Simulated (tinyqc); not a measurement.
Inside a calculation. Method: Hueckel theory of the pi electrons with the omega technique, for the molecule N=CCl (SMILES; centres numbered as the heavy atoms are written). One step of it, computed by the program tinyqc.

Task: Energy, charges, bond orders. E = sum n x; q_r = z_r - P_rr; bond order p = P_rs; free valence = sqrt(3) - sum of p over the bonds of the atom.

final x values: [2.133291, 1.166213, -0.799504]

occupations: [2.000000, 2.000000, 0.000000]

final P, order 1N, 2C, 3Cl:
$$\begin{pmatrix}
1.149014 & 0.979050 & -0.138767 \\
0.979050 & 0.873614 & 0.159650 \\
-0.138767 & 0.159650 & 1.977372
\end{pmatrix}$$

Centres:
```
centre  z_r, pi electrons of the neutral centre         h
1N                                            1  0.500000
2C                                            1  0.000000
3Cl                                           2  2.000000
```

Bonds:
```
i  j         k
1  2  1.000000
2  3  0.400000
```

Give: pi energy = 4 alpha + this times beta; pi charges; Bond orders and lengths from R = 1.517 - 0.180 p; free valence of the carbons; gap between the highest filled and the next level.

Result:

pi energy = 4 alpha + this times beta = 6.5990

pi charges: 1N -0.1490, 2C 0.1264, 3Cl 0.0226

Bond orders and lengths from R = 1.517 - 0.180 p (angstrom, C-C alone):
```
bond       p  R
1-2   0.9790  -
2-3   0.1597  -
```

free valence of the carbons: 2C 0.5934

gap between the highest filled and the next level = 1.9657 |beta|
